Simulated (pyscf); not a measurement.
**Hydrogen abstraction: H₂N–Ti(NH₂)(NH₂)–OH (SMILES [NH2][Ti]([NH2])([NH2])[OH]) + H• (SMILES [H]) → [HN–Ti(NH₂)(NH₂)–OH]• (SMILES [NH][Ti]([NH2])([NH2])[OH]) + H₂ (SMILES [H][H])**

Gas phase, doublet surface, charge 0. Bonds broken: N1–H6. Bonds formed: H6–H13. Structures and frequencies: ωB97X-D3(BJ)/def2-SVP in PySCF.

Transition state (Å):

```xyz
13

N      0.9727     0.8202     0.1430
Ti    -0.8172     0.1921     0.2149
N     -0.9701    -1.0202    -1.2039
N     -1.9630     1.6525    -0.0146
O     -1.1419    -0.6274     1.7720
H      1.1017     2.0247     0.7581
H      1.6270     0.9555    -0.6307
H     -0.8876    -2.0268    -1.0757
H     -1.3207    -0.8189    -2.1369
H     -2.7788     1.8472     0.5614
H     -1.8255     2.4004    -0.6905
H     -0.5779    -0.7561     2.5410
H      1.1120     2.8975     0.8748
```

One imaginary mode, 1213i cm⁻¹; descent along it reached the two sides named.

| bond | change | reactant side (Å) | saddle | product side |
|---|---|---|---|---|
| N1–H6 | breaks | 1.017 | 1.359 | 2.9 |
| H6–H13 | forms | 3.1 | 0.881 | 0.763 |

Electronic energies relative to the separated reactants (kcal/mol):

```
level                   barrier  reaction energy  reverse barrier
----------------------  -------  ---------------  ---------------
ωB97X-D3(BJ)/def2-TZVP     16.4             +8.3              8.1
PBE/def2-TZVP               9.9             +4.7              5.2
r²SCAN/def2-TZVP            9.3             +2.9              6.5
B3LYP-D3(BJ)/def2-TZVP     10.0             +2.7              7.3
PBE0-D3(BJ)/def2-TZVP      14.1             +8.4              5.7
M06-2X/def2-TZVP           18.8             +9.4              9.5
ωB97M-D3(BJ)/def2-TZVP     16.6             +8.3              8.3
HF/def2-TZVP               27.2             +5.5             21.7
```

With ωB97M-D3(BJ)/def2-TZVP energies and thermal terms (ideal gas, 1 atm, RRHO with modes under 100 cm⁻¹ raised to 100, one conformer, R ln 2 for chiral ones without a mode under 150 cm⁻¹), in kcal/mol:

| T (K) | ΔH‡ | ΔG‡ | ΔH | ΔG |
|---|---|---|---|---|
| 298 | 14.4 | 20.9 | +6.9 | +5.2 |
| 600 | 13.9 | 27.8 | +6.9 | +3.4 |
| 900 | 13.7 | 34.7 | +6.7 | +1.6 |
| 1200 | 13.6 | 41.8 | +6.2 | 0.0 |

This is the saddle that the search found; another between the same sides may lie lower. The angle at the transferred H is 160°. Open-shell species with a d-block atom are single-reference here; other states, and whether the spin sits on metal or ligand, were not checked.
